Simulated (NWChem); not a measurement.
**One shape, several levels: PH3S (SMILES [PH3]=S)**

Wanted: a comparison of 4 runs (HF/def2-SVP, B3LYP/3-21G, B3LYP/6-31G*, PBE0/def2-SVP) of PH3S. 

The calculation is run with NWChem 7.3.0.

## 1. The system as given

PH3S: 5 atoms, total charge 0, spin state singlet. SMILES: `[PH3]=S`. The coordinates come from a GFN2-xTB relaxation.

Bond lengths: P1–S2 1.914 Å, P1–H3 1.394 Å, P1–H4 1.394 Å, P1–H5 1.394 Å. Angles: S2–P1–H3 118.2°, S2–P1–H4 118.2°, S2–P1–H5 118.2°, H3–P1–H4 99.6°, H3–P1–H5 99.4°, H4–P1–H5 99.4°.

## 2. Energy and gradient at HF/def2-SVP (run 1)

Input file mymol.nw:

```
start mymol
memory stack 880 mb heap 220 mb global 1100 mb

geometry noautosym nocenter noautoz
   P     0.007920   -0.006600    0.007660
   S     1.261690   -0.941140    1.111260
   H    -1.166840    0.461930    0.594540
   H    -0.532470   -0.676580   -1.089190
   H     0.429710    1.162380   -0.624270
end

basis spherical bse
   * library def2-SVP
end

scf
   thresh 1e-08
   maxiter 80
   print medium
end

task scf gradient
```

Started as:

```console
$ nwchem mymol.nw > mymol.out
```

The program printed:

```text
[...]
  functions       =    51
[...]
  wavefunction    = RHF
[...]
         Total SCF energy =   -739.768620220100
      One-electron energy =  -1208.245535932731
      Two-electron energy =    375.387637661407
 Nuclear repulsion energy =     93.089278051224
        Time for solution =      1.0s
[...]
                         RHF ENERGY GRADIENTS
    atom               coordinates                        gradient
                 x          y          z           x          y          z
   1 P       0.014967  -0.012472   0.014475    0.007318  -0.005689   0.006677
   2 S       2.384248  -1.778497   2.099977   -0.009697   0.007289  -0.008609
   3 H      -2.205008   0.872921   1.123518    0.003967  -0.001069  -0.003432
   4 H      -1.006222  -1.278551  -2.058271    0.001339   0.003708   0.003631
   5 H       0.812034   2.196580  -1.179699   -0.002927  -0.004240   0.001732
[...]
```

Wall time 2 s (1 thread of AMD EPYC 9R45 (Zen 5), shared host); peak memory 0.1 GiB.

## 3. Energy and forces at B3LYP/3-21G (run 2)

Input file run.nw:

```
echo
start run
title "H3PS B3LYP"
memory total 2200 mb

geometry units angstroms noautosym nocenter noautoz
P      0.007920    -0.006600     0.007660
S      1.261690    -0.941140     1.111260
H     -1.166840     0.461930     0.594540
H     -0.532470    -0.676580    -1.089190
H      0.429710     1.162380    -0.624270
end

basis spherical bse
* library 3-21G
end

dft
xc b3lyp
mult 1
grid xfine
convergence energy 1e-08
maxiter 100
mulliken
noprint "final vectors analysis"
end

task dft gradient
```

Started as:

```console
$ nwchem run.nw > run.out
```

The program printed:

```text
[...]
          Wavefunction type:  closed shell.
          No. of atoms     :     5
          No. of electrons :    34
[...]
          Charge           :     0
          Spin multiplicity:     1
[...]
          AO basis - number of functions:    32
[...]
              XC Information
              --------------
                         B3LYP Method XC Potential
                     Hartree-Fock (Exact) Exchange  0.200
                        Slater Exchange Functional  0.800 local
                    Becke 1988 Exchange Functional  0.720 non-local
              Lee-Yang-Parr Correlation Functional  0.810
                  VWN I RPA Correlation Functional  0.190 local
[...]
 d= 0,ls=0.0,diis     1   -737.4936307209 -8.31D+02  9.99D-02  5.27D-01     0.3
[...]
 d= 0,ls=0.0,diis     8   -737.5871551024  3.89D-10  4.60D-06  6.09D-09     1.9
         Total DFT energy =     -737.587155102362
      One electron energy =    -1204.225417232815
           Coulomb energy =      423.584403639621
    Exchange-Corr. energy =      -50.035419560393
 Nuclear repulsion energy =       93.089278051224
[...]
  wavefunction    = closed shell
                         DFT ENERGY GRADIENTS
    atom               coordinates                        gradient
                 x          y          z           x          y          z
   1 P       0.014967  -0.012472   0.014475    0.046216  -0.034582   0.040819
   2 S       2.384248  -1.778497   2.099977   -0.061187   0.045651  -0.053914
   3 H      -2.205008   0.872921   1.123518    0.013801  -0.005344  -0.007054
   4 H      -1.006222  -1.278551  -2.058271    0.006353   0.008073   0.012792
   5 H       0.812034   2.196580  -1.179699   -0.005184  -0.013798   0.007356
[...]
```

Run time: 2.8 s. Hardware: 1 thread of AMD EPYC 9R45 (Zen 5), shared host; peak memory 0.13 GiB.

## 4. Energy and gradient at B3LYP/6-31G(d) (spherical functions) (run 3)

Input file nw.nw:

```
start nw
title "H3PS"
memory 2200 mb
charge 0
geometry units bohr noautosym nocenter noautoz
  P   0.01496663 -0.01247219  0.01447530
  S   2.38424855 -1.77849684  2.09997705
  H  -2.20500803  0.87292119  1.12351777
  H  -1.00622247 -1.27855090 -2.05827080
  H   0.81203421  2.19657985 -1.17969933
end
basis spherical bse
  * library 6-31G*
end
dft
  xc b3lyp
  grid xfine
  convergence energy 1e-08
  maxiter 100
  mulliken
  noprint "final vectors analysis"
end
task dft gradient
```

Started as:

```console
$ nwchem nw.nw > nw.out
```

The program printed:

```text
[...]
          Wavefunction type:  closed shell.
          No. of atoms     :     5
          No. of electrons :    34
[...]
          Charge           :     0
          Spin multiplicity:     1
[...]
          AO basis - number of functions:    42
[...]
              XC Information
              --------------
                         B3LYP Method XC Potential
                     Hartree-Fock (Exact) Exchange  0.200
                        Slater Exchange Functional  0.800 local
                    Becke 1988 Exchange Functional  0.720 non-local
              Lee-Yang-Parr Correlation Functional  0.810
                  VWN I RPA Correlation Functional  0.190 local
[...]
 d= 0,ls=0.0,diis     1   -741.2521092926 -8.34D+02  5.34D-02  4.13D-01     0.6
[...]
 d= 0,ls=0.0,diis     8   -741.3254761094 -1.78D-10  1.75D-06  1.52D-09     3.6
         Total DFT energy =     -741.325476109381
      One electron energy =    -1208.840590313700
           Coulomb energy =      424.580162313971
    Exchange-Corr. energy =      -50.154319555475
 Nuclear repulsion energy =       93.089271445823
[...]
  wavefunction    = closed shell
                         DFT ENERGY GRADIENTS
    atom               coordinates                        gradient
                 x          y          z           x          y          z
   1 P       0.014967  -0.012472   0.014475    0.006019  -0.004662   0.005478
   2 S       2.384249  -1.778497   2.099977   -0.016736   0.012527  -0.014795
   3 H      -2.205008   0.872921   1.123518    0.009525  -0.003717  -0.004595
   4 H      -1.006222  -1.278551  -2.058271    0.004514   0.005327   0.008781
   5 H       0.812034   2.196580  -1.179699   -0.003321  -0.009475   0.005131
[...]
```

Run time: 5.7 s. Hardware: 1 thread of AMD EPYC 9R45 (Zen 5), shared host; peak memory 0.13 GiB.

## 5. Energy and gradient at PBE0/def2-SVP (run 4)

Input file input.nw:

```
start input
memory stack 880 mb heap 220 mb global 1100 mb

geometry noautosym nocenter noautoz
 P        0.007920      -0.006600       0.007660
 S        1.261690      -0.941140       1.111260
 H       -1.166840       0.461930       0.594540
 H       -0.532470      -0.676580      -1.089190
 H        0.429710       1.162380      -0.624270
end

basis spherical bse
 * library def2-SVP
end

dft
 xc pbe0
 grid xfine
 convergence energy 1e-08
 maxiter 100
 mulliken
end

task dft gradient
```

Started as:

```console
$ nwchem input.nw > input.out
```

The program printed:

```text
[...]
          Wavefunction type:  closed shell.
          No. of atoms     :     5
          No. of electrons :    34
[...]
          Charge           :     0
          Spin multiplicity:     1
[...]
          AO basis - number of functions:    51
[...]
              XC Information
              --------------
                         PBE0 Method XC Functional
                     Hartree-Fock (Exact) Exchange  0.250
          PerdewBurkeErnzerhof Exchange Functional  0.750
            Perdew 1991 LDA Correlation Functional  1.000 local
           PerdewBurkeErnz. Correlation Functional  1.000 non-local
[...]
 d= 0,ls=0.0,diis     1   -740.7583414309 -8.34D+02  3.52D-02  4.09D-01     0.6
[...]
 d= 0,ls=0.0,diis     8   -740.8277709324 -4.10D-10  1.13D-06  9.93D-10     3.5
         Total DFT energy =     -740.827770932359
      One electron energy =    -1208.657394647355
           Coulomb energy =      424.570516556457
    Exchange-Corr. energy =      -49.830170892686
 Nuclear repulsion energy =       93.089278051224
[...]
  wavefunction    = closed shell
                         DFT ENERGY GRADIENTS
    atom               coordinates                        gradient
                 x          y          z           x          y          z
   1 P       0.014967  -0.012472   0.014475   -0.005817   0.004172  -0.004952
   2 S       2.384248  -1.778497   2.099977   -0.008868   0.006663  -0.007870
   3 H      -2.205008   0.872921   1.123518    0.012424  -0.005015  -0.005477
   4 H      -1.006222  -1.278551  -2.058271    0.006068   0.006441   0.011467
   5 H       0.812034   2.196580  -1.179699   -0.003806  -0.012261   0.006833
[...]
```

Run time: 5.1 s. Hardware: 1 thread of AMD EPYC 9R45 (Zen 5), shared host; peak memory 0.13 GiB.

## 6. All runs side by side

```tsv
run	level	iteration cap	module	energy (Eh)	dipole moment (D)	largest force (eV/Å)	wall time
1	HF/def2-SVP	80	scf	-739.768620	4.27	0.765	2 s
2	B3LYP/3-21G	100	dft	-737.587155	4.32	4.806	2.8 s
3	B3LYP/6-31G* (spherical functions)	100	dft	-741.325476	3.87	1.317	5.7 s
4	PBE0/def2-SVP	100	dft	-740.827771	3.75	0.748	5.1 s
```

## 7. Outcome

| quantity | value |
| --- | --- |
| run 4: total energy | -740.82777 Eh |
| run 4: dipole moment | 3.75 D |
| run 4: HOMO energy | -6.73 eV |
| run 4: LUMO energy | 0.64 eV |
| run 4: HOMO–LUMO gap | 7.36 eV |
| run 4: largest force on an atom | 0.748 eV/Å |

The dipole moment (its size) runs from 3.75 D (PBE0/def2-SVP) to 4.32 D (B3LYP/3-21G). The two ends differ in method and basis. Totals of different functionals can't be ranked against each other. All runs together took 16 s, the longest 5.7 s.
